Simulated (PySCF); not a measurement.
Delta-SCF ions had no search for a lower state. Excitations are Tamm–Dancoff values on a coarser integration grid. The basis has no diffuse functions, so Rydberg states are missing or too high.

# C$_{2}$H$_{3}$N, SMILES `C(#N)C` (charge 0, multiplicity 1)

Calculation: PBE-D3(BJ)/def2-TZVP // PBE-D3(BJ)/def2-SVP (PySCF 2.14.0).

```
Quantity                                                      Result
--------------------------------------  ----------------------------
HOMO                                                        -8.01 eV
dipole moment                                                 3.96 D
HOMO–LUMO gap                                                7.60 eV
LUMO                                                        -0.41 eV
S1 excitation (TDA)                                          7.60 eV
S1 oscillator strength                                         0.000
vertical ionisation energy (Delta-SCF)                      12.00 eV
total energy                                            -132.6378 Ha
cost                                    very roughly 30 core-seconds
```

```xyz
6

C     -0.4870    -0.0120     0.0001
C      0.9703     0.0238    -0.0002
N      2.1407     0.0525    -0.0006
H     -0.8566    -0.7636    -0.7255
H     -0.8681    -0.2787     1.0059
H     -0.8993     0.9779    -0.2798
```
Charge 0, spin multiplicity 1.
